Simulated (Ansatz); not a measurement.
The input, for Ansatz 0.2.0:

```yaml
crystal:
  periodic: [false, false, false]
  atoms:
    - {symbol: As, position_ang: [0.000099, -0.027703, 1.108415]}
    - {symbol: As, position_ang: [-0.000734, 0.006946, -1.124588]}
    - {symbol: H, position_ang: [0.047230, 1.542926, 1.202161]}
basis:
  gaussian: {orbitals: cc-pVDZ}
magnetization: {spin_polarized: false, initial_magnetization: 1}
correlation: {method: fic_mrcisd_q, electrons: outside_noble_gas, active_space: {window: {electrons: 11, orbitals: 9}, shells: [{species: As, l: s, shell: 4}, {species: As, l: p, shell: 4}, {species: H, l: s, shell: 1}]}}
```

```sh
$ ansatz run in.yaml --threads 1 --pin off --events-out ev --progress --plain --max-ram 2393MiB
```

Task: Roughly how long does this take on 1 thread of Arm Neoverse V1, shared host, and how much host memory?

Result: 15 s wall and 0.35 GiB.

```
1180 factors; integrals over basis functions are off by at most 2.4e-7 eV
mean field evaluation 1: about -121604.4613 eV, gradient 6.8e0 eV
mean field evaluation 2: about -121604.4907 eV, gradient 6.9e0 eV
mean field evaluation 4: about -121604.9919 eV, gradient 1.0e0 eV
mean field evaluation 8: about -121604.9976 eV, gradient 4.2e-4 eV
mean field evaluation 16: about -121595.3607 eV, gradient 1.1e1 eV
mean field evaluation 32: about -121603.4826 eV, gradient 1.2e0 eV
mean field evaluation 64: about -121604.1756 eV, gradient 1.1e1 eV
mean field -121604.99762475 eV, -4468.9012358817 hartree, gradient 3.5e-6 eV, S^2 0.750000; 7 other end points of the search recorded, 0 dependent functions left out
reference -121604.99762475 eV, -4468.9012358817 hartree; 34, 33 occupied and 25, 26 virtual orbitals, 1180 factors
state -121607.17617710 eV, -4468.9812962037 hartree
contracted CI cycle   1: correlation 0.00000000 eV, 0.0000000000 hartree, residual 1.43e1 eV
contracted CI cycle   2: correlation -3.85060530 eV, -0.1415071348 hartree, residual 2.75e0 eV
contracted CI cycle   3: correlation -3.98839747 eV, -0.1465709035 hartree, residual 4.95e-1 eV
contracted CI cycle   4: correlation -3.99295434 eV, -0.1467383654 hartree, residual 1.07e-1 eV
contracted CI cycle   5: correlation -3.99316243 eV, -0.1467460127 hartree, residual 2.52e-2 eV
contracted CI cycle   6: correlation -3.99317339 eV, -0.1467464154 hartree, residual 5.31e-3 eV
contracted CI cycle   7: correlation -3.99317386 eV, -0.1467464326 hartree, residual 1.15e-3 eV
contracted CI cycle   8: correlation -3.99317388 eV, -0.1467464334 hartree, residual 2.57e-4 eV
state -121607.17617710 eV, -4468.9812962037 hartree; corrected -121611.50532974 eV, -4469.1403896290 hartree
Total energy: -121611.50532974 eV, -4469.1403896290 hartree
Checks for a lower state left out: starts, orbital_swaps
```

For the same geometry and basis RCCSDT(Q) lies 2.9 meV lower.
